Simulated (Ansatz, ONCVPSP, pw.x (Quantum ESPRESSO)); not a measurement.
**platinum (Pt): one change to the ONCV potential, in the atom and in the fcc crystal**

```json
{"Element": "platinum", "Generator": "ONCVPSP 4.0.1.1 (patched build)", "Type": "optimised norm-conserving Vanderbilt (ONCV)", "Functional": "PBE", "Relativity": "scalar-relativistic", "Frozen core": "[Kr] 4d10 4f14", "Valence charge": "18", "Reference configuration": "5s2 5p6 5d9 6s1", "Partial waves": "5s+6s: rc 1.80 bohr, ncon 4, nbas 8, qcut 7.7 1/bohr, 2 projectors; 5p: rc 1.70 bohr, ncon 4, nbas 8, qcut 9.6 1/bohr, local; 5d: rc 2.45 bohr, ncon 4, nbas 9, qcut 5.6 1/bohr, 1 projector", "Local potential": "the p channel", "Core correction": "none"}
```

Change: p: qcut 6.4.

Cutoffs, loose and tight: the cutoffs (Ha) at which the residual kinetic energy of the hardest occupied pseudo-wave falls to 1 and 0.1 mHa per electron. They do not see the model core or the augmentation charge, which bear on the density cutoff. Test errors are all-electron minus pseudo excitation energies from the reference, over the configurations 5s2 5p6 5d9 6s0; 5s2 5p6 5d8 6s0; 5s2 5p6 5d7 6s0; 5s2 5p6 5d9 6s0.5; variants that change the core or the reference have their own tests.

Crystal test: fcc Pt in pw.x 7.5, no spin, 14³ k-points, Fermi–Dirac smearing 0.01 Ry, cutoffs set for each file from its atomic test. The reference is all-electron LAPW (Ansatz 0.2.0) with the same functional, mesh and smearing; V0 and B0 come from Birch–Murnaghan fits to the pressures at five volumes. Errors are pseudo minus all-electron; Δ is the rms difference of the E(V) curves that follow from these fits, minima aligned, over ±6 % about the mean V0. Mesh and smearing are coarse, so the numbers serve the comparison and aren't converged zero-temperature values; the lattice is a test structure that the element need not adopt.

All-electron: a0 = 3.973 Å (V0 = 15.67 Å³/atom), B0 = 245.3 GPa.

Task: Does the change bring the crystal closer to the all-electron result?

Result: The mean pressure error goes from -9.26 to -13.54 GPa, so the change moves the solid further from the all-electron pressures.

```tsv
quantity	base	changed
outcome (atom)	generated	generated
cutoff, loose (atom)	24 Ha	18 Ha
cutoff, tight (atom)	31 Ha	23 Ha
bound ghosts (atom)	none	none
largest test error (meV) (atom)	-21	-21
cutoffs in pw.x (Ry)	75/300	55/220
a0 (Å)	3.924	–
a0 error (%)	-1.23	–
B0 error (%)	+10.8	–
Δ (meV/atom)	32.3	–
mean pressure error (GPa)	-9.26	-13.54
```

A dash: not determined, or the minimum lies outside the volumes sampled.

Base: This is a poor potential for the solid. Changed file: This is a poor potential for the solid.
